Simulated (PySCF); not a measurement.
A species of formula C6H10 has this rotational fingerprint, computed with PBE0-D3(BJ)/def2-SVP geometry optimisation, gas phase (PySCF 2.14.0):

```
Rotational constants : A = 6657, B = 2386, C = 1796 MHz
Dipole components    : |μa| = 0.52 D, |μb| = 0.53 D, |μc| = 0.04 D
Inertial defect      : -6.33 u·Å²
κ                    : -0.76
```

Question: Which structure is it? (One computed conformer of each.)
A. ethylidenecyclobutane (`CC=C1CCC1`)
B. `[CH2:1]=[C:2]([CH3:3])/[CH:4]=[CH:5]\[CH3:6]` with C1–C2–C4–C5 179°
C. `[CH3:1]/[CH:2]=[CH:3]\[CH:4]=[CH:5]\[CH3:6]` with C2–C3–C4–C5 180°
D. `[CH2:1]=[CH:2][C@@H:3]1[CH2:4][C@H:5]1[CH3:6]` with C1–C2–C3–C4 85°
E. `[CH3:1]/[CH:2]=[CH:3]\[CH:4]=[CH:5]/[CH3:6]` with C2–C3–C4–C5 180°
F. `[CH2:1]=[C:2]([CH3:3])[CH:4]1[CH2:5][CH2:6]1` with C1–C2–C4–C5 -35°

Answer: B. It is C=C(C)/C=C\C, an asymmetric top. The candidates at the same level (rigid rotor, commonest isotopes):

| SMILES | A (MHz) | B (MHz) | C (MHz) | μa (D) | μb (D) | μc (D) | Δ (u·Å²) | point group | rotor |
| --- | --- | --- | --- | --- | --- | --- | --- | --- | --- |
| C=C(C)/C=C\C | 6657 | 2386 | 1796 | 0.52 | 0.53 | 0.04 | -6.33 | – | asymmetric top |
| C/C=C\C=C/C | 11692 | 1561 | 1401 | 0.00 | 0.00 | 0.00 | -6.27 | C2h | near-prolate asymmetric top |
| C=C(C)C1CC1 | 6613 | 2568 | 2193 | 0.18 | 0.65 | 0.00 | -42.76 | Cs | asymmetric top |
| C=C[C@@H]1C[C@H]1C | 7176 | 2293 | 2031 | 0.42 | 0.11 | 0.07 | -41.99 | C1 | asymmetric top |
| CC=C1CCC1 | 8751 | 2295 | 1906 | 0.08 | 0.14 | 0.00 | -12.72 | Cs | asymmetric top |
| C/C=C\C=C\C | 11105 | 1469 | 1318 | 0.14 | 0.29 | 0.00 | -6.28 | Cs | near-prolate asymmetric top |

`C=C[C@@H]1C[C@H]1C` has C 13 % too high; `C=C(C)C1CC1` has C 22 % too high; `CC=C1CCC1` has A 31 % too high; `C/C=C\C=C/C` has A 76 % too high; `C/C=C\C=C\C` has A 67 % too high. No structure here is proved a minimum.
